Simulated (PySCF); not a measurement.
Working out the ionisation energy of Cl

Cl [Ne] 3s2 3p5 (2P) → Cl+ [Ne] 3s2 3p4 (3P). Computed with PySCF 2.14 in x2c-QZVPPall with one added diffuse shell each of s, p, d, f type (10s7p5d3f1g, 86 functions), with scalar relativity by spin-free X2C-1e. Frozen: 1s2. Energies in hartree (1 hartree = 27.21139 eV):

| part | Cl (lower) | Cl+ (upper) |
| --- | --- | --- |
| UHF | -460.903435 | -460.471767 |
| MP2 opposite-spin | -0.263166 | -0.231588 |
| MP2 same-spin | -0.096478 | -0.087644 |

What does Hartree-Fock give?

(-460.471767) − (-460.903435) = 0.431668 hartree = 11.746 eV.

What do MP2 and SCS-MP2 (6/5 opposite-spin, 1/3 same-spin) give?

The opposite-spin parts differ by 0.859 eV and the same-spin parts by 0.240 eV. MP2: 11.746 + (0.859) + (0.240) = 12.845 eV. SCS-MP2: 11.746 + 1.2 × (0.859) + (0.240)/3 = 12.857 eV.

Measured between the centres of the two terms (NIST): 12.974 eV, so MP2 (valence and next inner shell) is off by -0.129 eV.

What remains against the reference includes basis incompleteness, the frozen core and correlation beyond second order.
